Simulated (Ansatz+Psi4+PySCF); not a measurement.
## doublet C₂N: levels of theory in one basis

```csv
atom,x (Å),y (Å),z (Å)
N,0.0000,0.0000,0.0000
C,0.0000,1.2550,0.0000
C,0.0000,-1.2350,0.0000
```

Basis set: cc-pVTZ (spherical functions). Correlated methods keep 3 orbitals frozen. Correlation on ROHF uses semicanonical orbitals with singles. Charge 0, multiplicity 2.

Computed with Ansatz (development build ahead of 0.2.0) and Psi4 1.11; each method stands on the lowest determinant of its kind that the runs found.

| method | E − E(ROHF) (eV) | <S²> of the determinant |
| --- | --- | --- |
| ROHF | 0.00 | 0.75 |
| UHF | -0.53 | 0.87 |
| ROHF-MP2 | -11.84 | – |

**Question.** What does UHF-MP2 give on the same scale?

**Answer.** -11.47 eV.

Caution for UHF, UHF-MP2: the unrestricted determinant is spin contaminated.
